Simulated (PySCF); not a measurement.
Does the answer move with the share of exact exchange?

Compound: NH3.
SMILES: `N`

PySCF, pcSseg-0 basis, density fitting, gas phase, GFN2-xTB geometry. One functional is left out:

```json
{"functional": "B97-D", "exact exchange (%)": "0", "HOMO energy (eV)": "-4.85", "LUMO energy (eV)": "1.28", "dipole moment (D)": "2.122"}
{"functional": "BLYP", "exact exchange (%)": "0", "HOMO energy (eV)": "-4.62", "LUMO energy (eV)": "1.05", "dipole moment (D)": "2.078"}
{"functional": "BP86", "exact exchange (%)": "0", "HOMO energy (eV)": "-4.84", "LUMO energy (eV)": "1.38", "dipole moment (D)": "2.145"}
{"functional": "HCTH407", "exact exchange (%)": "0", "HOMO energy (eV)": "-5.04", "LUMO energy (eV)": "0.87", "dipole moment (D)": "2.113"}
{"functional": "LDA", "exact exchange (%)": "0", "HOMO energy (eV)": "-4.70", "LUMO energy (eV)": "1.20", "dipole moment (D)": "2.220"}
{"functional": "OLYP", "exact exchange (%)": "0", "HOMO energy (eV)": "-4.77", "LUMO energy (eV)": "0.81", "dipole moment (D)": "2.077"}
{"functional": "OPBE", "exact exchange (%)": "0", "HOMO energy (eV)": "-4.94", "LUMO energy (eV)": "1.20", "dipole moment (D)": "2.146"}
{"functional": "PBE", "exact exchange (%)": "0", "HOMO energy (eV)": "-4.74", "LUMO energy (eV)": "1.18", "dipole moment (D)": "2.128"}
{"functional": "PW91", "exact exchange (%)": "0", "HOMO energy (eV)": "-4.82", "LUMO energy (eV)": "0.97", "dipole moment (D)": "2.119"}
{"functional": "revPBE", "exact exchange (%)": "0", "HOMO energy (eV)": "-4.77", "LUMO energy (eV)": "1.17", "dipole moment (D)": "2.108"}
{"functional": "B3LYP", "exact exchange (%)": "20", "HOMO energy (eV)": "-6.27", "LUMO energy (eV)": "1.68", "dipole moment (D)": "2.128"}
{"functional": "B97-2", "exact exchange (%)": "21", "HOMO energy (eV)": "-6.36", "LUMO energy (eV)": "2.11", "dipole moment (D)": "2.163"}
{"functional": "mPW1PW91", "exact exchange (%)": "25", "HOMO energy (eV)": "-6.67", "LUMO energy (eV)": "2.12", "dipole moment (D)": "2.177"}
{"functional": "BHandHLYP", "exact exchange (%)": "50", "HOMO energy (eV)": "-8.35", "LUMO energy (eV)": "2.80", "dipole moment (D)": "2.166"}
```

Task: Predict the row of X3LYP (22 % exact exchange) by straight lines through the other rows, and check it.

Result: 
```tsv
property	line	computed	computed − line	B97-2 (21 %), for comparison
HOMO energy (eV)	-6.39	-6.35	+0.04	-6.36
LUMO energy (eV)	1.90	1.69	-0.21	2.11
dipole moment (D)	2.149	2.126	-0.023	2.163
```

Task: Which of these properties follows the share of exact exchange most closely, and which least?

Result: Most closely the HOMO energy, least the dipole moment; the correlations over the tabulated rows are HOMO energy -0.996, LUMO energy 0.951, dipole moment 0.400. The HOMO energy moves by -0.718 eV for every 10 %. Functionals with the same share still differ in their other parts: at 0 % BLYP and HCTH407 differ by 0.42 eV in it.
